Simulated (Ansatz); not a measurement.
Input for Ansatz (development build ahead of 0.2.0):

```yaml
crystal:
  periodic: [false, false, false]
  atoms:
    - { symbol: P, position_ang: [0.0, 0.0, -0.72141] }
    - { symbol: H, position_ang: [0.0, 0.0, 0.72141] }
basis:
  gaussian: { orbitals: def2-SVP }
total_charge: 1
magnetization:
  spin_polarized: true
  initial_magnetization: 1
hamiltonian:
  xc: hf
correlation:
  method: ccsd_t
  frozen_orbitals: { H: 0, P: 5 }
scf:
  omitted_lower_state_checks: [starts, atomic_configurations, cluster_reference, orbital_swaps, given_window_search, neighbouring_geometries, increment]
```

The input is written out in the form of the current development build from the run's settings.

Output:

```yaml
Converged: yes
Reference_energy: -340.81997 hartree
Correlation_energy: -0.09836 hartree
Total_energy: -340.91833 hartree
Stability_test: minimum
```
